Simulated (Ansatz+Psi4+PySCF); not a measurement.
Results of a calculation; reference values are marked as such.
This Psi4 input gave a total energy of -1193.14017 hartree.

```
molecule {
0 1
S 0.300000 0.300000 0.300000
S -0.165700 -1.229900 1.357000
S -0.389700 1.999800 0.856500
}

set basis cc-pV(T+d)Z
set reference uhf
set scf_type pk
set mp2_type conv
set cc_type conv
set num_frozen_docc 15
energy('mp2')
```

Task: Write an input for PySCF with the same method and basis set.

Result:

```python
from pyscf import gto, scf, mp

# the (T+d) and (D+d) sets load through basis_set_exchange
mol = gto.M(atom="""
S 0.300000 0.300000 0.300000
S -0.165700 -1.229900 1.357000
S -0.389700 1.999800 0.856500
""", basis='cc-pv(t+d)z', charge=0, spin=0)
mf = scf.UHF(mol)
mf.kernel()
pt = mp.MP2(mf, frozen=15).run()
print(mf.e_tot, pt.e_corr, pt.e_tot)
```

PySCF 2.14.0 gave -1193.14017 hartree, 0.00 meV from the first. The reference isn't the lowest determinant (another lies 0.70 eV lower), but the same method gives a higher total on the lower determinant.
